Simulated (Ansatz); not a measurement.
Two shapes of doublet CH₃O.

Shape 1:

```xyz
5

C     0.0811   -0.0141   -0.6705
O     0.0237   -0.0937    0.6556
H    -0.0319    0.8123    1.0183
H     0.0846   -1.0133   -1.1106
H    -0.4309    0.8418   -1.2370
```

Shape 2:

```xyz
5

C     0.0472   -0.0360   -0.6898
O     0.0524   -0.1077    0.6242
H    -0.0044    0.8068    1.0531
H     0.0555   -0.9856   -1.0910
H    -0.3891    0.8373   -1.2523
```

Basis set: 6-31G (spherical functions). Left uncorrelated: 2 orbitals. Charge 0, multiplicity 2.

Computed with Ansatz (development build ahead of 0.2.0); each method stands on the lowest determinant of its kind that the runs found.

(1) Which shape is lower in energy, and by how much in each method?

Results:

(1)

```
 method  E(2) − E(1) (eV)
    UHF             0.079
UHF-MP2             0.096
```

Shape 1 is lower.
